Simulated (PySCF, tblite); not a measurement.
# CH₄BrF, a complex of two parts: NMR shifts, interaction energy, infrared bands, spin-spin couplings, core binding energies and electronic excitations

One table from this session's results is given with a row withheld; the runs are named, their logs left out.

Programs: tblite 0.8.0 and PySCF 2.14.0. All values are calculated, for the isolated system unless a continuum is named. Atoms count from 0, parts from 1.

## Starting point

7 atoms, charge 0, multiplicity 1; geometry: rigid parts in contact. Parts: 1 = atoms 0–4, `CBr`, charge 0; 2 = atoms 5–6, `F`, charge 0.

Set-up of the first run:

What the job is given:

```
{"job": {"kind": "dock", "xc": "GFN2-xTB", "basis": "xTB"}, "charge": 0, "multiplicity": 1, "parts": [{"atoms": "0-4", "charge": 0, "multiplicity": 1}, {"atoms": "5-6", "charge": 0, "multiplicity": 1}]}
C     -0.180329     0.033873    -0.027550
Br     1.702645    -0.320614     0.259783
H     -0.650854     0.159905     0.942056
H     -0.605576    -0.813084    -0.555925
H     -0.265886     0.939920    -0.618364
F      2.028206     2.165693    -0.620327
H      2.611032     1.566417    -1.033457
```

Level: GFN2-xTB search for minima from random contacts, gas phase.

Launch:

```
$ OMP_NUM_THREADS=1 python cluster_run.py task.json out
```

One launch serves the whole session: the jobs run in the order shown.

Steps of the session up to this table: Bringing the parts together with GFN2-xTB; Geometry optimisation at PBE0-D3(BJ)/def2-TZVPD; Nuclear shieldings: PBE0/pcSseg-2; Coupled-cluster interaction energy: CCSD(T) and MP2.

One of the session's tables, all rows but one given; the rest of the session is left out.

It belongs to the step «Coupled-cluster interaction energy: CCSD(T) and MP2». 

| method | interaction energy (kcal/mol) |
| --- | --- |
| HF/aug-cc-pVDZ | -2.19 |
| MP2/aug-cc-pVDZ | -3.53 |
| CCSD/aug-cc-pVDZ | -3.16 |
| CCSD(T)/aug-cc-pVDZ | -3.41 |
| HF/aug-cc-pVQZ | -2.33 |
| MP2/aug-cc-pVQZ | -4.52 |
| SCS-MP2/aug-cc-pVQZ | -3.85 |
| MP2, extrapolated | ? |
| CCSD(T), limit estimate | -4.56 |

**Question.** Estimate the row for MP2, extrapolated.

As computed: interaction energy (kcal/mol): -4.68. In the column «interaction energy (kcal/mol)» it is the lowest.
